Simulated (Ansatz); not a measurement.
Geometry optimisation, RKS PBE0/def2-mTZVP in Ansatz.

The input (input.yaml):

```yaml
crystal:
  periodic: [false, false, false]
  atoms:
    - { symbol: B, position_ang: [0.265029, 0.0, 0.197536] }
    - { symbol: H, position_ang: [0.24525, 0.0, 1.379234] }
    - { symbol: F, position_ang: [1.439335, 0.0, -0.390878] }
    - { symbol: F, position_ang: [-0.825913, 0.0, -0.537092] }
basis:
  gaussian: { orbitals: def2-mTZVP }
hamiltonian:
  xc: pbe0
relax:
  f_tol: 0.03
  max_steps: 50
```

Launched with:

```bash
$ ansatz run input.yaml --threads 1 --pin off --max-ram 2048MiB --backend cpu --events-out ev --progress --plain --runs-dir out
```

**Question.** Where does it end, and by what steps?

**Answer.** It converged. After 3 steps the energy has fallen by 0.009 eV; H2 moved furthest, 0.03 Å.

| step | energy less start (eV) | largest force component (eV/Å) | accepted |
| --- | --- | --- | --- |
| 0 | 0.0000 | 0.281 | yes |
| 1 | -0.0073 | 0.144 | yes |
| 2 | -0.0090 | 0.170 | yes |
| 3 | -0.0095 | 0.007 | yes |

```xyz
4
Properties=species:S:1:pos:R:3
B 0.279 0.000 0.203
H 0.220 0.000 1.389
F 1.439 0.000 -0.415
F -0.814 0.000 -0.528
```

Whether the end is a true minimum wasn't checked by a vibrational analysis.

Time of the run: 3.1 s on 1 thread of Intel(R) Xeon(R) Platinum 8488C (Sapphire Rapids), on a shared host, peak memory 0.12 GiB.
